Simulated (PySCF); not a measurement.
PySCF input (HF/def2-TZVPD):

```python
from pyscf import gto, scf, dft

mol = gto.M(
    atom='''
    O    -0.12772971   -0.12310551    1.32424015
    C    -0.00559836   -0.01303083    0.05921981
    C     0.07681222    1.30130937   -0.59224654
    C     0.05130217   -1.27018044   -0.69032725
    H    -0.25717763    2.12014548    0.04404421
    H     0.28337974   -2.11713039   -0.04931489
    H    -0.47151742    1.29428595   -1.53586417
    H     1.13164237    1.46417555   -0.85506132
    H     0.74230290   -1.18907807   -1.53062019
    H    -0.94637008   -1.42304853   -1.12830401
    H    -0.19551848    0.72690564    1.80132319
    ''',
    basis='def2-tzvpd',
    charge=1,
    spin=0,
    verbose=4,
)

mf = scf.RHF(mol).density_fit(auxbasis='def2-universal-jkfit')
mf.conv_tol = 1e-9
mf.max_cycle = 100
mf.max_memory = 1500
mf.kernel()
if not mf.converged:
    mf = mf.newton()
    mf.kernel(mf.make_rdm1())
mf.analyze()
```

End of the output:

```
Extra cycle  E= -192.370707975798  delta_E= -1.81e-11  |g|= 2.43e-06  |ddm|= 2.01e-05
converged SCF energy = -192.370707975798
**** SCF Summaries ****
Total Energy =                        -192.370707975797558
Nuclear Repulsion Energy =             128.927415564793279
One-electron Energy =                 -508.055305447120588
Two-electron Energy =                  186.757181906529723
Two-electron Coulomb Energy =          212.816499664897009
DFT Exchange-Correlation Energy =      -26.059317758367285
HOMO-LUMO gap [eV] =                    16.969776139618340
**** MO energy ****
MO #1   energy= -20.8795020625244  occ= 2
MO #2   energy= -11.6223477686574  occ= 2
MO #3   energy= -11.4550226757179  occ= 2
MO #4   energy= -11.4411093739273  occ= 2
MO #5   energy= -1.71615256707553  occ= 2
MO #6   energy= -1.30625115381819  occ= 2
MO #7   energy= -1.20454090222546  occ= 2
MO #8   energy= -1.08289941201759  occ= 2
MO #9   energy= -0.94568652352147  occ= 2
MO #10  energy= -0.895890636131984 occ= 2
MO #11  energy= -0.877549093321403 occ= 2
MO #12  energy= -0.78720617506031  occ= 2
MO #13  energy= -0.774813143009694 occ= 2
MO #14  energy= -0.770156596957219 occ= 2
MO #15  energy= -0.7607457647517   occ= 2
MO #16  energy= -0.750596423064927 occ= 2
MO #17  energy= -0.12696864728218  occ= 0
MO #18  energy= -0.0965604131160269 occ= 0
MO #19  energy= -0.0575301221768619 occ= 0
MO #20  energy= -0.0455908610991957 occ= 0
MO #21  energy= -0.0384119195893345 occ= 0
MO #22  energy= -0.0267248854232521 occ= 0
MO #23  energy= -0.0118639123783065 occ= 0
MO #24  energy= 6.08868941695054e-05 occ= 0
MO #25  energy= 0.00461880881669858 occ= 0
MO #26  energy= 0.0219066660551573 occ= 0
MO #27  energy= 0.0342771726082133 occ= 0
MO #28  energy= 0.0519984436659982 occ= 0
MO #29  energy= 0.0549332417562018 occ= 0
MO #30  energy= 0.0655416855814012 occ= 0
MO #31  energy= 0.0793920713353808 occ= 0
MO #32  energy= 0.0834551302523238 occ= 0
MO #33  energy= 0.0931764952310165 occ= 0
MO #34  energy= 0.114195744010672  occ= 0
MO #35  energy= 0.129837844555708  occ= 0
MO #36  energy= 0.13662475880541   occ= 0
MO #37  energy= 0.153936988683148  occ= 0
MO #38  energy= 0.164770449287144  occ= 0
MO #39  energy= 0.1760215391892    occ= 0
MO #40  energy= 0.178580024639202  occ= 0
MO #41  energy= 0.186547823859498  occ= 0
MO #42  energy= 0.192506167525791  occ= 0
MO #43  energy= 0.194578629426143  occ= 0
MO #44  energy= 0.202071290305053  occ= 0
MO #45  energy= 0.206830342035458  occ= 0
MO #46  energy= 0.213172007096126  occ= 0
MO #47  energy= 0.223970870124563  occ= 0
MO #48  energy= 0.226710421375467  occ= 0
MO #49  energy= 0.246707734175123  occ= 0
MO #50  energy= 0.251743567508477  occ= 0
MO #51  energy= 0.258192760263707  occ= 0
MO #52  energy= 0.269701833262679  occ= 0
MO #53  energy= 0.274710990410978  occ= 0
MO #54  energy= 0.277313592150864  occ= 0
MO #55  energy= 0.289204997526513  occ= 0
MO #56  energy= 0.299237079808016  occ= 0
MO #57  energy= 0.319386857068491  occ= 0
MO #58  energy= 0.323470852942061  occ= 0
MO #59  energy= 0.331316868081256  occ= 0
MO #60  energy= 0.333375978346363  occ= 0
MO #61  energy= 0.343142941476141  occ= 0
MO #62  energy= 0.349469696734056  occ= 0
MO #63  energy= 0.359274591049364  occ= 0
MO #64  energy= 0.367965303364975  occ= 0
MO #65  energy= 0.380298921381924  occ= 0
MO #66  energy= 0.394227353479293  occ= 0
MO #67  energy= 0.398086244102621  occ= 0
MO #68  energy= 0.408843598845788  occ= 0
MO #69  energy= 0.429492362532444  occ= 0
MO #70  energy= 0.454083089469991  occ= 0
MO #71  energy= 0.470827250494751  occ= 0
MO #72  energy= 0.481628294131181  occ= 0
MO #73  energy= 0.488448974987697  occ= 0
MO #74  energy= 0.511646847577602  occ= 0
MO #75  energy= 0.523419105208681  occ= 0
MO #76  energy= 0.537386457337749  occ= 0
MO #77  energy= 0.547070482039042  occ= 0
MO #78  energy= 0.572314599596989  occ= 0
MO #79  energy= 0.576320066264245  occ= 0
MO #80  energy= 0.602999770641805  occ= 0
MO #81  energy= 0.620178736916799  occ= 0
MO #82  energy= 0.641975637936156  occ= 0
MO #83  energy= 0.664969644829424  occ= 0
MO #84  energy= 0.670704964804453  occ= 0
MO #85  energy= 0.67364157033187   occ= 0
MO #86  energy= 0.68261723254095   occ= 0
MO #87  energy= 0.689394396699763  occ= 0
MO #88  energy= 0.70044326990143   occ= 0
MO #89  energy= 0.711791441244982  occ= 0
MO #90  energy= 0.719435880699712  occ= 0
MO #91  energy= 0.738017613863718  occ= 0
MO #92  energy= 0.776396567946239  occ= 0
MO #93  energy= 0.802857503069124  occ= 0
MO #94  energy= 0.830246086022438  occ= 0
MO #95  energy= 0.854105603811266  occ= 0
MO #96  energy= 0.877890872582302  occ= 0
MO #97  energy= 0.894171736059425  occ= 0
MO #98  energy= 0.917850144202337  occ= 0
MO #99  energy= 0.953019027404391  occ= 0
MO #100 energy= 1.03565821066068   occ= 0
MO #101 energy= 1.0443599556841    occ= 0
MO #102 energy= 1.07977726874176   occ= 0
MO #103 energy= 1.10802872930915   occ= 0
MO #104 energy= 1.14993429618584   occ= 0
MO #105 energy= 1.19559701115662   occ= 0
MO #106 energy= 1.2022874132942    occ= 0
MO #107 energy= 1.21872288127497   occ= 0
[...]
```

It need not be the lowest isomer of its formula.
